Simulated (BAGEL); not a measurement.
# SiH3SCl (SMILES S[SiH2]Cl): HF/6-31G(d) (density fitting with qzvpp-jkfit, spherical functions)

Aim: the energy change on altering one bond length of SiH3SCl at HF/6-31G* (density fitting with qzvpp-jkfit, spherical functions), from 2 runs. 

The calculation is run with BAGEL 1.2.2.

5 further runs of the same task are left out: 2 that didn't finish, 3 set aside as unsound or not needed. Runs told in other sessions of the task aren't counted.

### 1 The molecule

SiH3SCl has 6 atoms, charge 0, and is taken as a singlet. As SMILES, `S[SiH2]Cl`. The shape is that of a PBE0-D4/def2-TZVP optimisation. This is one conformer, not always the lowest.

Bond lengths: S1–Si2 2.120 Å, Si2–Cl3 2.054 Å, S1–H4 1.344 Å, Si2–H5 1.479 Å, Si2–H6 1.478 Å. Angles: S1–Si2–Cl3 112.9°, S1–Si2–H5 111.2°, S1–Si2–H6 105.5°, Cl3–Si2–H5 106.5°, Cl3–Si2–H6 108.5°, Si2–S1–H4 94.3°, H5–Si2–H6 112.3°.

### 2 A single-point energy at HF/6-31G(d) (density fitting with qzvpp-jkfit, spherical functions)

Input file input.json:

```json
{ "bagel": [

{
  "title": "molecule",
  "basis": "6-31gs.json",
  "df_basis": "qzvpp-jkfit",
  "angstrom": "true",
  "geometry": [
    { "atom": "S", "xyz": [      -1.236400,      -1.164100,      -0.152600 ] },
    { "atom": "Si", "xyz": [       0.414400,       0.096000,       0.275300 ] },
    { "atom": "Cl", "xyz": [      -0.126200,       2.058900,       0.544800 ] },
    { "atom": "H", "xyz": [      -1.433800,      -0.657400,      -1.382000 ] },
    { "atom": "H", "xyz": [       1.399700,       0.078700,      -0.827100 ] },
    { "atom": "H", "xyz": [       0.982200,      -0.412100,       1.541500 ] }
  ]
},

{ "title": "hf" },

{ "title": "print", "file": "orbitals.molden", "orbitals": "true" }

]}
```

The basis set 6-31G* is read from a file made from the Basis Set Exchange's data (not shown).

On the command line:

```console
$ BAGEL_NUM_THREADS=1 BAGEL input.json > input.out
```

The log of the run:

```text
* using 1 threads per process

  ===============================================================
  ===============================================================

  *** Geometry ***

  { "atom" : "S", "xyz" : [     -2.336457,     -2.199830,     -0.288372 ] },
  { "atom" : "Si", "xyz" : [      0.783103,      0.181414,      0.520242 ] },
  { "atom" : "Cl", "xyz" : [     -0.238483,      3.890757,      1.029523 ] },
  { "atom" : "H", "xyz" : [     -2.709489,     -1.242306,     -2.611602 ] },
  { "atom" : "H", "xyz" : [      2.645050,      0.148721,     -1.562992 ] },
  { "atom" : "H", "xyz" : [      1.856089,     -0.778756,      2.913013 ] },

  Number of auxiliary basis functions:      438

  Since a DF basis is specified, we compute 2- and 3-index integrals:
    o Being stored without compression. Storage requirement is 0.013 GB

  Number of basis functions:       60
  Number of electrons      :       50

    * METHOD: MOLECULE                             0.18

  *** RHF ***

  === Nuclear Repulsion ===
   192.8498178785

      * DIIS with orbital gradients will be used.

  === RHF iteration (6-31gs.json) ===
      0      -1147.66052013          0.01084479           0.04
      1      -1147.71661808          0.00406166           0.04
      2      -1147.72408805          0.00109049           0.04
      3      -1147.72480562          0.00016275           0.04
      4      -1147.72482455          0.00004549           0.04
      5      -1147.72482652          0.00001007           0.04
      6      -1147.72482663          0.00000249           0.04
      7      -1147.72482664          0.00000070           0.04
      8      -1147.72482664          0.00000026           0.04
      9      -1147.72482664          0.00000007           0.04
     10      -1147.72482664          0.00000003           0.04
     11      -1147.72482664          0.00000001           0.04
    * SCF iteration converged.

    * Permanent dipole moment:
           (   -0.405060,     0.289883,     0.384129) a.u.

    * METHOD: HF                                   0.63

    * METHOD: PRINT                                0.01

  ===============================================================
```

Wall time 0.97 s (1 thread of Arm Neoverse V1, shared host); peak memory 0.085 GiB.

### 3 The distorted shape, same level

Input file job.json:

```json
{ "bagel" : [

{
  "title" : "molecule",
  "basis" : "6-31gs.json",
  "df_basis" : "qzvpp-jkfit",
  "angstrom" : true,
  "geometry" : [
    { "atom" : "S", "xyz" : [   -0.803929,   -2.734386,   -0.368195 ] },
    { "atom" : "Si", "xyz" : [    0.846871,   -1.474286,    0.059705 ] },
    { "atom" : "Cl", "xyz" : [   -0.126200,    2.058900,    0.544800 ] },
    { "atom" : "H", "xyz" : [   -1.001329,   -2.227686,   -1.597595 ] },
    { "atom" : "H", "xyz" : [    1.832171,   -1.491586,   -1.042695 ] },
    { "atom" : "H", "xyz" : [    1.414671,   -1.982386,    1.325905 ] }
  ]
},
{ "title" : "hf" },
{ "title" : "print", "file" : "orbitals.molden", "orbitals" : true }

]}
```

The basis set 6-31G* is read from a file made from the Basis Set Exchange's data (not shown).

On the command line:

```console
$ BAGEL_NUM_THREADS=1 BAGEL job.json > job.out
```

The log of the run:

```text
* using 1 threads per process

  ===============================================================
  ===============================================================

  *** Geometry ***

  { "atom" : "S", "xyz" : [     -1.519206,     -5.167241,     -0.695788 ] },
  { "atom" : "Si", "xyz" : [      1.600354,     -2.785997,      0.112826 ] },
  { "atom" : "Cl", "xyz" : [     -0.238483,      3.890757,      1.029523 ] },
  { "atom" : "H", "xyz" : [     -1.892238,     -4.209716,     -3.019017 ] },
  { "atom" : "H", "xyz" : [      3.462301,     -2.818689,     -1.970408 ] },
  { "atom" : "H", "xyz" : [      2.673341,     -3.746167,      2.505597 ] },

  Number of auxiliary basis functions:      438

  Since a DF basis is specified, we compute 2- and 3-index integrals:
    o Being stored without compression. Storage requirement is 0.013 GB

  Number of basis functions:       60
  Number of electrons      :       50

    * METHOD: MOLECULE                             0.17

  *** RHF ***

  === Nuclear Repulsion ===
   150.6184418414

      * DIIS with orbital gradients will be used.

  === RHF iteration (6-31gs.json) ===
      0      -1147.43076056          0.01209016           0.04
      1      -1147.51671030          0.00792235           0.04
      2      -1147.56277205          0.00157427           0.04
      3      -1147.56496679          0.00033982           0.04
      4      -1147.56509310          0.00011359           0.04
      5      -1147.56511289          0.00004194           0.04
      6      -1147.56511603          0.00001535           0.04
      7      -1147.56511652          0.00000472           0.04
      8      -1147.56511656          0.00000126           0.04
      9      -1147.56511656          0.00000047           0.04
     10      -1147.56511656          0.00000021           0.04
     11      -1147.56511656          0.00000009           0.04
     12      -1147.56511656          0.00000005           0.04
     13      -1147.56511656          0.00000002           0.04
     14      -1147.56511656          0.00000001           0.04
    * SCF iteration converged.

    * Permanent dipole moment:
           (   -1.004695,     3.835085,     0.991902) a.u.

    * METHOD: HF                                   0.75

    * METHOD: PRINT                                0.01

  ===============================================================
```

Wall time 1.1 s (1 thread of Arm Neoverse V1, shared host); peak memory 0.085 GiB.

### 4 Summary of results

At HF/6-31G* (density fitting with qzvpp-jkfit, spherical functions):

| quantity | value |
| --- | --- |
| first shape: total energy | -1147.72483 Eh |
| first shape: dipole moment | 1.60 D |
| first shape: HOMO energy | -10.80 eV |
| first shape: LUMO energy | 3.39 eV |
| first shape: HOMO–LUMO gap | 14.19 eV |
| distorted shape: total energy | -1147.56512 Eh |
| distorted shape: dipole moment | 10.39 D |
| distorted shape: HOMO energy | -9.05 eV |
| distorted shape: LUMO energy | -2.17 eV |
| distorted shape: HOMO–LUMO gap | 6.88 eV |
| energy change with the Si2–Cl3 bond stretched from 2.054 to 3.697 Å | 4.346 eV |

What this shows: One bond (distorted shape) is far stretched, which a spin-restricted single reference describes badly; a broken-symmetry solution may lie lower. With the Si2–Cl3 bond stretched from 2.054 to 3.697 Å the energy rises by 4.35 eV (419 kJ/mol). The first shape isn't relaxed at this level, so the change isn't measured from a minimum. A restricted reference can't describe the breaking bond well at this length.
